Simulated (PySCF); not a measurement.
Compound: 3-methylisoxazole, C₄H₅NO.
SMILES: `CC1=NOC=C1`

Computed with TDDFT CAM-B3LYP/def2-SVPD, vertical, gas phase, core orbitals frozen in the response in PySCF 2.14.0, density-fitted response routines. Geometry: GFN2-xTB; no solvent, vibrations or thermal averaging.

Question: Predict the UV-vis stick spectrum at this level.

Answer: 

| state | E (eV) | E (hartree) | f | main configurations (H = HOMO, L = LUMO) |
| --- | --- | --- | --- | --- |
| S1 | 6.59 | 0.2422 | 0.0049 | H-2→L (94%) |
| S2 | 6.75 | 0.2480 | 0.129 | H→L (87%) |
| S3 | 7.10 | 0.2608 | 0.033 | H-1→L (74%), H→L+3 (14%) |
| S4 | 7.50 | 0.2757 | 0.028 | H→L+1 (78%), H→L+2 (15%) |
| S5 | 8.11 | 0.2979 | 0.0010 | H-1→L+1 (62%), H→L+2 (19%), H→L+1 (9%) |
| S6 | 8.21 | 0.3017 | 0.0002 | H→L+2 (59%), H-1→L+1 (22%) |
| S7 | 8.47 | 0.3113 | 0.253 | H→L+3 (67%), H-1→L (12%) |
| S8 | 8.52 | 0.3132 | 0.0005 | H-2→L+3 (78%) |

Triplets, Tamm–Dancoff:

```tsv
state	E (eV)	λ (nm)	main configurations (H = HOMO, L = LUMO)
T1	4.39	282.3	H→L (91%)
T2	5.30	233.8	H-1→L (83%), H→L+3 (10%)
T3	5.71	217.0	H-2→L (86%), H-2→L+3 (10%)
```

The lowest singlet lies at 6.59 eV (188 nm, vacuum ultraviolet) and is very weak; its leading configuration is HOMO-2→LUMO (94%). The strongest level in the table is S7 at 8.47 eV (146 nm, f = 0.253). Löwdin shares by element: HOMO carbon 59% or more, nitrogen 28%; LUMO carbon 40% or more, nitrogen 19%, oxygen 18% (atoms not listed hold the other 23%). Weighted by f, the mean energy of these states is 7.79 eV. Orbital energies (eV): HOMO-3 -12.40, HOMO-2 -10.08, HOMO-1 -9.69, HOMO -9.08, LUMO 0.79, LUMO+1 1.37, LUMO+2 1.80. The oscillator strengths of these states sum to 0.450; summed over the whole spectrum of an exact calculation they would give the number of electrons, 44 (Thomas–Reiche–Kuhn). Only the lowest 8 singlets were computed, as vertical energies without vibronic structure.

Time: 18 s wall; peak memory 0.72 GiB. Hardware: Intel Xeon Platinum 8375C at 2.90 GHz, one thread, shared host.
